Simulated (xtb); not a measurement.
xtb input (GFN1-xTB):

```bash
xtb mol.xyz --gfn 1 --sp --chrg 0 --uhf 0
```
mol.xyz:
```
4

Al    -0.00000000     0.00000000     0.00000000
F     -0.00033933     1.63398176     0.02535082
F      1.41503821    -0.81619414    -0.04509083
F     -1.41469888    -0.81778762     0.01974001
```

End of the output:

```
         :::::::::::::::::::::::::::::::::::::::::::::::::::::
         ::                     SUMMARY                     ::
         :::::::::::::::::::::::::::::::::::::::::::::::::::::
         :: total energy             -16.890169837555 Eh    ::
         :: gradient norm              0.012905210672 Eh/a0 ::
         :: HOMO-LUMO gap              4.881647499075 eV    ::
         ::.................................................::
         :: SCC energy               -16.917371993251 Eh    ::
         :: -> electrostatic           0.055262505039 Eh    ::
         :: repulsion energy           0.027716027958 Eh    ::
         :: dispersion energy         -0.000513872262 Eh    ::
         :: halogen bond corr.         0.000000000000 Eh    ::
         :: add. restraining           0.000000000000 Eh    ::
         :: total charge              -0.000000000000 e     ::
         :::::::::::::::::::::::::::::::::::::::::::::::::::::

           -------------------------------------------------
          |                Property Printout                |
           -------------------------------------------------

    * Orbital Energies and Occupations

         #    Occupation            Energy/Eh            Energy/eV
      -------------------------------------------------------------
         1        2.0000           -0.8657010             -23.5569
         2        2.0000           -0.8657010             -23.5569
         3        2.0000           -0.8329097             -22.6646
         4        2.0000           -0.5907339             -16.0747
         5        2.0000           -0.5711230             -15.5410
         6        2.0000           -0.5711230             -15.5410
         7        2.0000           -0.5699109             -15.5081
         8        2.0000           -0.5529299             -15.0460
         9        2.0000           -0.5529299             -15.0460
        10        2.0000           -0.5446430             -14.8205
        11        2.0000           -0.5446430             -14.8205
        12        2.0000           -0.5443736             -14.8132 (HOMO)
        13                         -0.3649764              -9.9315 (LUMO)
        14                         -0.0916706              -2.4945
        15                         -0.0842185              -2.2917
        16                         -0.0842185              -2.2917
        17                         -0.0545837              -1.4853
        18                         -0.0209296              -0.5695
Note: The following floating-point exceptions are signalling: IEEE_DENORMAL
normal termination of xtb
        19                         -0.0209296              -0.5695
        20                          0.4290602              11.6753
        21                          0.4290602              11.6753
      -------------------------------------------------------------
                  HL-Gap            0.1793972 Eh            4.8816 eV
             Fermi-level           -0.4546750 Eh          -12.3723 eV

  Mulliken/CM5 charges         n(s)   n(p)   n(d)
     1Al    0.83470  0.78628   0.701  0.951  0.513
     2F    -0.27823 -0.26209   1.776  5.502  0.000
     3F    -0.27823 -0.26209   1.776  5.502  0.000
     4F    -0.27823 -0.26209   1.776  5.502  0.000

Wiberg/Mayer (AO) data.
largest (>0.10) Wiberg bond orders for each atom

 ---------------------------------------------------------------------------
     #   Z sym  total        # sym  WBO       # sym  WBO       # sym  WBO
 ---------------------------------------------------------------------------
     1  13 Al   3.462 --     2 F    1.154     4 F    1.154     3 F    1.154
     2   9 F    1.253 --     1 Al   1.154
     3   9 F    1.253 --     1 Al   1.154
     4   9 F    1.253 --     1 Al   1.154
 ---------------------------------------------------------------------------

Topologies differ in total number of bonds
Writing topology from bond orders to xtbtopo.mol

 dipole moment from electron density (au)
     X       Y       Z
  -0.0000   0.0000   0.0000  total (Debye):    0.000

           -------------------------------------------------
          | TOTAL ENERGY              -16.890169837555 Eh   |
          | GRADIENT NORM               0.012905210672 Eh/α |
          | HOMO-LUMO GAP               4.881647499075 eV   |
           -------------------------------------------------

------------------------------------------------------------------------
------------------------------------------------------------------------
 total:
 SCF:
```
